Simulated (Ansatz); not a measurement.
**AlH3O (AlH2(OH)) at 6 levels**

Aim: a comparison of 6 runs (UHF/STO-3G, BHLYP/STO-3G, HSE06/STO-3G, PBE0/STO-3G, BCCD(T)/STO-3G, CCSDTQ/STO-3G) of AlH3O (AlH2(OH)). 

The results are computed with Ansatz 0.2.0.

56 further runs of the same task are left out: 56 set aside as unsound or not needed.

### 1 Starting point

The species is AlH3O (5 atoms), meant as a singlet with charge 0. SMILES: `[H][Al]([H])[OH]`. The H2–Al1 distance was set to 3.063 Å, away from the relaxed value. At this shape a bond of the SMILES string is far longer than usual.

Bond lengths: Al1–O4 1.636 Å, Al1–H3 1.531 Å, O4–H5 0.949 Å. Angles: Al1–O4–H5 179.6°, H3–Al1–O4 120.0°.

### 2 The energy at UHF/STO-3G (run 1)

Input file job.yaml:

```yaml
crystal:
  periodic: [false, false, false]
  atoms:
    - symbol: Al
      position_ang: [-1.255451, 0.485010, 0.002841]
    - symbol: H
      position_ang: [1.798980, 0.417230, -0.221380]
    - symbol: H
      position_ang: [-2.008241, 1.802900, -0.199699]
    - symbol: O
      position_ang: [-2.082671, -0.886140, 0.338771]
    - symbol: H
      position_ang: [-2.561501, -1.683440, 0.527911]
basis:
  gaussian:
    orbitals: STO-3G
magnetization:
  spin_polarized: true
  initial_magnetization: 0
hamiltonian:
  xc: hf
accuracy: high
```

The run is started by

```bash
$ ansatz run job.yaml --threads 1 --pin off --max-ram 2610MiB --events-out events.jsonl --progress --plain --runs-dir runs
```

Output:

```text
Warning: RAYON_NUM_THREADS=1 ignored (pool sized by the plan → 1); use --threads N
Functional definition: HF
  name "HF"
  exchange = exact_x
  correlation = 0
285 factors; integrals over basis functions are off by at most 1.7e-8 eV
mean field evaluation 1: about -8547.9449 eV, gradient 1.7e1 eV
mean field evaluation 2: about -8547.9598 eV, gradient 1.7e1 eV
mean field evaluation 4: about -8552.2771 eV, gradient 3.0e0 eV
mean field evaluation 8: about -8552.4353 eV, gradient 1.8e-2 eV
mean field evaluation 16: about -8553.0876 eV, gradient 4.1e0 eV
mean field evaluation 32: about -8555.5364 eV, gradient 2.2e-4 eV
mean field evaluation 64: about -8552.4353 eV, gradient 3.0e-4 eV
mean field -8555.56663227 eV, -314.4112745644 hartree, gradient 2.4e-8 eV, S^2 0.966808; 3 other end points of the search recorded, 0 dependent functions left out
reference -8555.56663227 eV, -314.4112745644 hartree; 12, 12 occupied and 5, 5 virtual orbitals, 285 factors
Total energy: -8555.56663227 eV, -314.4112745644 hartree
```

It took 0.53 s on 1 thread of Intel Xeon Platinum 8259CL at 2.50GHz (Skylake/Cascade Lake), shared host.

### 3 A single-point energy at BHLYP/STO-3G (run 2)

Input file run.yaml:

```yaml
basis:
  gaussian: {orbitals: STO-3G}
crystal:
  periodic: [false, false, false]
  atoms:
    - {symbol: Al, position_ang: [-1.255451, 0.485010, 0.002841]}
    - {symbol: H, position_ang: [1.798980, 0.417230, -0.221380]}
    - {symbol: H, position_ang: [-2.008241, 1.802900, -0.199699]}
    - {symbol: O, position_ang: [-2.082671, -0.886140, 0.338771]}
    - {symbol: H, position_ang: [-2.561501, -1.683440, 0.527911]}
accuracy: high
hamiltonian: {xc: {name: BHLYP}}
total_charge: 0
```

The run is started by

```bash
$ ansatz run run.yaml --threads 1 --pin off --max-ram 2610MiB --events-out events.jsonl --progress --plain --runs-dir runs
```

Output:

```text
Warning: RAYON_NUM_THREADS=1 ignored (pool sized by the plan → 1); use --threads N
Functional definition: BHLYP
  name "BHLYP"
  parameter a = 0.5
  exchange = (1 - a)*b88_x + a*exact_x
  correlation = lyp_c
285 factors; integrals over basis functions are off by at most 1.7e-8 eV
mean field evaluation 1: about -8570.5996 eV, gradient 2.7e1 eV
mean field evaluation 2: about -8561.6681 eV, gradient 3.4e1 eV
mean field evaluation 4: about -8576.4695 eV, gradient 3.1e0 eV
mean field evaluation 8: about -8576.5289 eV, gradient 2.5e-1 eV
mean field evaluation 16: about -8576.5294 eV, gradient 1.9e-6 eV
mean field -8576.52937219 eV, -315.1816410477 hartree, gradient 2.9e-8 eV, S^2 0.000000; 0 other end points of the search recorded, 0 dependent functions left out
reference -8576.52939304 eV, -315.1816418139 hartree; 12, 12 occupied and 5, 5 virtual orbitals, 285 factors
Total energy: -8576.52939304 eV, -315.1816418139 hartree
```

Run time: 1.4 s. Hardware: 1 thread of Intel Xeon Platinum 8259CL at 2.50GHz (Skylake/Cascade Lake), shared host; peak memory 0.11 GiB.

Runs 3 to 5 aren't shown in full; the table further down has their settings and results.

### 4 A single-point energy at CCSDTQ/STO-3G (run 6)

Input file input.yaml:

```yaml
basis:
  gaussian:
    orbitals: STO-3G
crystal:
  periodic: [false, false, false]
  atoms:
    - {symbol: Al, position_ang: [-1.255451, 0.485010, 0.002841]}
    - {symbol: H, position_ang: [1.798980, 0.417230, -0.221380]}
    - {symbol: H, position_ang: [-2.008241, 1.802900, -0.199699]}
    - {symbol: O, position_ang: [-2.082671, -0.886140, 0.338771]}
    - {symbol: H, position_ang: [-2.561501, -1.683440, 0.527911]}
correlation:
  method: ccsdtq
  frozen_orbitals: {Al: 5, H: 0, O: 1}
scf:
  omitted_lower_state_checks: [cluster_reference, increment]
accuracy: high
```

The run is started by

```bash
$ ansatz run input.yaml --threads 1 --pin off --max-ram 2610MiB --events-out events.jsonl --progress --plain --runs-dir runs
```

Output:

```text
Warning: RAYON_NUM_THREADS=1 ignored (pool sized by the plan → 1); use --threads N
[... 11 lines left out ...]
6 core orbitals not correlated: weight in the atoms' cores, before any rotation towards them, 1.000 or more for the frozen orbitals, at most 0.000 for the correlated occupied ones
[... 37 lines left out ...]
WARN: these amplitudes may be one of several solutions (largest doubles amplitude 0.70, level shift 7.03 eV)
Total energy: -8557.68263000 eV, -314.4890360468 hartree
Checks for a lower state left out: cluster_reference, increment
```

Run time: 5.4 s. Hardware: 1 thread of Intel Xeon Platinum 8259CL at 2.50GHz (Skylake/Cascade Lake), shared host; peak memory 0.11 GiB.

### 5 All runs side by side

```
run           level  frozen core orbitals  energy (Eh)  wall time
  1      UHF/STO-3G                     –  -314.411275     0.53 s
  2    BHLYP/STO-3G                     –  -315.181642      1.4 s
  3    HSE06/STO-3G                     –  -315.034749      2.2 s
  4     PBE0/STO-3G                     –  -315.042702      1.4 s
  5  BCCD(T)/STO-3G                     6  -314.489255     0.34 s
  6   CCSDTQ/STO-3G                     6  -314.489036      5.4 s
```

### 6 Results

```
                                          quantity          value
                               run 6: total energy  -314.48904 Eh
run 6: correlation energy (6 core orbitals frozen)     -192.8 mEh
                              run 6: T1 diagnostic          0.069
```

Below the UHF energy at the same shape and in the same basis (STO-3G): BCCD(T) -78.0 mEh; CCSDTQ -77.8 mEh. Some of these start from another determinant than that one, so these aren't their correlation energies. Totals of different functionals can't be ranked against each other. In runs 5, 6 the log says that unrestricted orbitals would lower the reference, so the values rest on an unstable closed-shell determinant (other closed-shell runs at this shape may share the fault). In runs 1, 2, 3, 4, 5, 6 the basis is minimal, so the values are rough. Spin contamination of the reference: run 1 ⟨S²⟩ = 0.97. Where it is this large, the reference is a mixture of spin states, and values that rest on it are in doubt. All runs together took 11 s, the longest 5.4 s.
